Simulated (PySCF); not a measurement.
**AlCl2, doublet: structure and spectrum**

All numbers come from UPBE0/[Al def2-TZVP, Cl def2-TZVP], no relativity, density fitting, PySCF.

The structure is a minimum.

```json
{
 "Point group": "C2v",
 "Bond lengths": "Al–Cl 2.102 Å (×2)",
 "Bond angles": "Cl–Al–Cl 119.0°",
 "Rotational symmetry number": "2",
 "Heat capacity Cp at 298.15 K": "51.4 J/(mol K)",
 "Spin squared ⟨S²⟩": "0.752",
 "Entropy at 298.15 K and 1 bar (electronic part: spin only)": "289.6 J/(mol K)",
 "Rotational constants": "0.7601, 0.07347, 0.06699 cm⁻¹",
 "Principal polarisabilities": "46.4, 49.3, 66.1 bohr³",
 "Principal quadrupole moments (Buckingham, traceless) about the centre of mass": "-5.84, 1.81, 4.03 D Å",
 "Enthalpy at 298.15 K above 0 K": "12.76 kJ/mol",
 "Lowest empty level (β)": "-3.29 eV",
 "Highest occupied level (α)": "-6.69 eV",
 "Atomisation energy without zero-point energy": "806 kJ/mol",
 "Zero-point energy": "7.1 kJ/mol",
 "Dipole moment": "1.45 D"
}
```

Harmonic modes (masses in u: Al 26.982, Cl 34.969):
```tsv
symmetry	ω (cm⁻¹)	IR (km/mol)
a1	146	7.4
a1	459	47.4
b2	574	169
```

In C2v the vibrations span 2a1 + b2. Here b1 is antisymmetric to the molecular plane and b2 lies in it.

Charges (e):
```
 atom  Mulliken  Löwdin  polar tensor  spin (Mulliken)  Mayer order to Al1
  Al1      0.44   -0.56          1.02             0.85                   –
Cl2,3     -0.22    0.28         -0.51             0.07                1.22
```

Mulliken populations on Al1: s 5.16, p 7.01, d 0.32, f 0.07.

Outer orbital energies (eV). α occupied: -22.84, -12.59, -11.04, -10.04, -9.97, -9.55, -9.36, -6.69; empty: -1.94, 0.37, 0.64, 2.72. β occupied: -22.97, -22.69, -12.23, -10.75, -9.91, -9.88, -9.52, -9.30; empty: -3.29, -1.04, 0.86, 1.32.

Other isomers or separated fragments may lie lower.

The final relaxation and frequency run took 22 s on 4 threads of a shared Arm Neoverse V2 host, with 111 basis functions and 9 gradients; the process peaked at 0.97 GiB. Launch command: `OMP_NUM_THREADS=4 python axn.py task.json out`.
